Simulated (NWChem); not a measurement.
## Polarisability of ClNa

```
Na
Cl 1 2.3404
```
Charge 0, spin multiplicity 1.

All runs are NWChem calculations. The geometry was optimised at B3LYP/def2-SVP, a minimum by its harmonic frequencies.

Basis set: Sadlej pVTZ. Static limit.

B3LYP has NWChem's definition, with VWN1-RPA local correlation. The structure started from a generated list of species.

### Question
One of these methods gave an isotropic polarisability of 26.44 bohr³. Which?
(A) BHandHLYP
(B) B3LYP
(C) PBE
(D) HF

### Answer
D, HF. The others give 36.13 (PBE), 29.54 (BHandHLYP), 33.24 (B3LYP).
